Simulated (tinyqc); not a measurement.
Ways to converge the cycle: SCF convergence aids in the sto-3g basis, for HF, spin multiplicity 1. Computed by the program tinyqc with PySCF. RHF with one setting changed at a time; a run stops when the energy changes by less than 1e-09 hartree and the error matrix is below 1e-5. The start is the Wolfsberg-Helmholz matrix. Damping d keeps d of the old density; a shift (hartree) raises the virtual levels; DIIS n extrapolates F over n matrices.

Geometry (angstrom):
```
atom,x,y,z
F,0.0000,0.0000,0.0000
H,0.0000,0.0000,1.0800
```

lowest restricted solution found by these runs and by PySCF = -98.556951 hartree

Largest element of the error matrix X^T (FDS - SDF) X:
```
iteration,plain,damping 0.3,damping 0.6,shift 0.4,DIIS 3,DIIS 8
1,4.5e-01,4.5e-01,4.5e-01,4.5e-01,4.5e-01,4.5e-01
2,1.1e-01,2.2e-01,3.3e-01,2.6e-01,1.1e-01,1.1e-01
3,2.6e-02,9.3e-02,2.3e-01,1.1e-01,1.7e-02,1.7e-02
4,6.2e-03,3.7e-02,1.6e-01,3.7e-02,2.0e-03,2.0e-03
5,1.4e-03,1.7e-02,1.0e-01,1.4e-02,2.8e-05,4.2e-06
6,3.1e-04,8.3e-03,6.9e-02,5.3e-03,1.3e-07,3.0e-07
8,1.5e-05,1.8e-03,2.9e-02,7.7e-04,-,-
10,-,4.0e-04,1.3e-02,1.1e-04,-,-
14,-,1.8e-05,3.1e-03,-,-,-
20,-,-,3.6e-04,-,-,-
30,-,-,9.0e-06,-,-,-
```

How each run ends:
```
run,iterations,E (hartree),state
plain,9,-98.55695,lowest found
damping 0.3,19,-98.55695,lowest found
damping 0.6,40,-98.55695,lowest found
shift 0.4,13,-98.55695,lowest found
DIIS 3,6,-98.55695,lowest found
DIIS 8,6,-98.55695,lowest found
```

What does the comparison show, and why?

6 of 6 runs reach the lowest restricted solution found, in 6 to 40 iterations (fastest: DIIS 3, DIIS 8). Plain steps already contract here, so damping only slows them. DIIS 3 and DIIS 8 gain by cancelling the error over several earlier matrices, much as a quasi-Newton step does.
